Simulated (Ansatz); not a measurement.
H2NNa (`[NH2][Na]`). The species carries charge 0 and has multiplicity 1. Correlated methods include outer-core shells of Na, which these sets cover unevenly.

```xyz
4

N     0.003   -0.214   -0.060
Na   -0.562    1.727    0.417
H     0.178   -0.975    0.587
H     0.381   -0.538   -0.944
```

Q: Give the diagnostics of a CCSD(T)/def2-TZVPP run (frozen core, Ansatz 0.2.0). (Best estimate.)

A: The calculation gave: T1 = 0.0117, largest single amplitude 0.026, largest double 0.046, (T) share of the correlation energy 2.7 %, 13 CCSD cycles. The RHF solution is stable towards an unrestricted one. T1 lies under the customary mark of 0.02 for closed shells.
